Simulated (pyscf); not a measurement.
Thermochemistry of product channels of HO–Al(F)–F (SMILES [OH][Al]([F])[F]) + HCl (SMILES Cl) on the singlet surface, in kJ/mol, from CCSD(T)/def2-TZVPP + ΔMP2(QZVPP) energies (ideal gas, 1 atm, RRHO with modes under 100 cm⁻¹ raised to 100, one conformer, R ln 2 for chiral ones without a mode under 150 cm⁻¹). Optimised with ωB97X-D3(BJ)/def2-SVP in PySCF. Correlated levels are frozen-core, on RHF or UHF. ΔMP2 is the change of the MP2 total energy from the triple- to the quadruple-zeta basis.

| products | ΔE | ΔH(298 K) | ΔG(600 K) | ΔG(900 K) |
|---|---|---|---|---|
| H₂O (SMILES O) + F–Al(F)–Cl (SMILES [F][Al]([F])[Cl]) | -20.6 | -13.5 | -13.2 | … |
| HO–Al(F)–Cl (SMILES [OH][Al]([F])[Cl]) + HF (SMILES F) | +21.2 | +25.9 | +26.5 | +26.4 |

Fill in the missing entries.


- H₂O (SMILES O) + F–Al(F)–Cl (SMILES [F][Al]([F])[Cl]), ΔG(900 K): -11.6

These are energies of the channels, which say nothing of barriers. The CCSD(T) − MP2 part came from Ansatz, without density fitting, on the same reference.
